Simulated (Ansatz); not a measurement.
**Phonon frequency of some elemental metals, all fcc**

Method: r²SCAN+rVV10 (Ansatz, a quantum-chemistry and plane-wave program, plane waves, PAW). References are measured values at room or unstated temperature, uncorrected unless marked, so that the deviations hold thermal and zero-point effects besides the level's error.

Values in cm⁻¹.

```json
[
 {"solid": "fcc Al (L L)", "reference": "323", "r²SCAN+rVV10": "351", "deviation (%)": "+8.7"},
 {"solid": "fcc Cu (L L)", "reference": "247", "r²SCAN+rVV10": "266", "deviation (%)": "+7.7"},
 {"solid": "fcc Cu (L T)", "reference": "114", "r²SCAN+rVV10": "121", "deviation (%)": "+6.1"},
 {"solid": "fcc Cu (X T)", "reference": "169", "r²SCAN+rVV10": "184", "deviation (%)": "+8.9"},
 {"solid": "fcc Al (X L)", "reference": "323", "r²SCAN+rVV10": "?", "deviation (%)": "?"},
 {"solid": "fcc Al (L T)", "reference": "140", "r²SCAN+rVV10": "162", "deviation (%)": "+15.7"},
 {"solid": "fcc Al (X T)", "reference": "193", "r²SCAN+rVV10": "224", "deviation (%)": "+16.1"},
 {"solid": "fcc Cu (X L)", "reference": "240", "r²SCAN+rVV10": "262", "deviation (%)": "+9.2"}
]
```

Q: Estimate the withheld r²SCAN+rVV10 value.

A: The deviations of the other rows run from +6.1 % to +16.1 %, with a median of +8.9 %; carried to the reference 323 it gives 352 cm⁻¹. The run gives 348 cm⁻¹ (+7.7 %), -1.1 % from the estimate; the row was drawn at random, and such an estimate is rough. Over these 8 values the mean deviation is +10.0 %, the mean absolute deviation 10.0 % (median 8.8 %), and the worst case fcc Al (X T) at +16.1 %; the value is too high in 8 of 8 cases.

Differences are worked out from the printed values.

Each level is taken at its own relaxed cell. Ansatz's density-functional and Hartree–Fock values are scalar-relativistic unless marked +SOC, with PAW data made under PBE.

Ansatz's runs of these crystals have no spin polarisation.

Not in this set, of the elemental metals with a reference value in our tables and a result at some level: 12 for no value at r²SCAN+rVV10 (not run, a failed fit, an unstable or unbound cell, or a value held back for tests); 4 for a reference of another kind, counted apart. These can be a level's best or worst cases. Solids without a released value at any level aren't counted. Layered and molecular crystals are counted apart. The metals Ce to Yb are counted apart.

References as tabulated in Savrasov and Savrasov (1996), arXiv:cond-mat/9604124; He et al. (2014), arXiv:1309.4805.
